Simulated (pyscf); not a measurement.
PySCF, gas phase, ωB97X-D3(BJ)/def2-SVP geometries.

Q: How much does it cost (ΔH, 298 K, ωB97M-D3(BJ)/def2-TZVP) to split H₃Si–NH–SiH(Cl)–Cl at its N–Si bond into SiH₃• + •HN–SiH(Cl)–Cl?

A: N–Si to SiH₃• + •HN–SiH(Cl)–Cl: 4.79 eV. The 7 functionals that were run give +4.42 (r²SCAN) to +4.88 eV (ωB97X-D3(BJ)). •HN–SiH(Cl)–Cl lies 0.93 eV over its isomer H₂N–Si•(Cl)–Cl, and others may lie lower still (electronic energy, ωB97M-D3(BJ)).
